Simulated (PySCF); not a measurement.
Geometries of 2 isomers of C2H4N (doublet state), from PBE0-D3(BJ)/def2-SVP geometry optimisation, gas phase (PySCF 2.14.0). One conformer each, no zero-point energy, no frequencies.

Task: Which is lower in electronic energy at this level?
A.
```xyz
7
angstrom
C      1.646   -0.212    0.096
N      0.523   -0.559    0.420
C     -0.773   -0.046    0.062
H      2.007    0.603   -0.570
H     -1.315    0.243    0.975
H     -1.359   -0.844   -0.420
H     -0.722    0.824   -0.618
```
B.
```xyz
7
angstrom
C      1.110   -0.036   -0.142
N      0.028    0.703   -0.034
C     -1.103    0.158    0.357
H      1.117   -1.117    0.087
H      2.044    0.431   -0.470
H     -1.997    0.785    0.441
H     -1.191   -0.915    0.606
```

Result: B. That is `[CH2]N=C` [radical], 14.3 kcal/mol below the other.

```json
{"SMILES": "[CH2]N=C", "atoms numbered as above": "[CH2:1][N:2]=[CH2:3]", "E (Eh)": "-133.03485", "relative (kcal/mol)": "0.0", "relative (kJ/mol)": "0.0", "dipole (D)": "1.44", "⟨S²⟩": "0.787"}
{"SMILES": "[H]/[C]=N\\C", "atoms numbered as above": "[H]/[C:1]=[N:2]\\[CH3:3]", "E (Eh)": "-133.01207", "relative (kcal/mol)": "14.3", "relative (kJ/mol)": "59.8", "dipole (D)": "2.19", "⟨S²⟩": "0.755"}
```
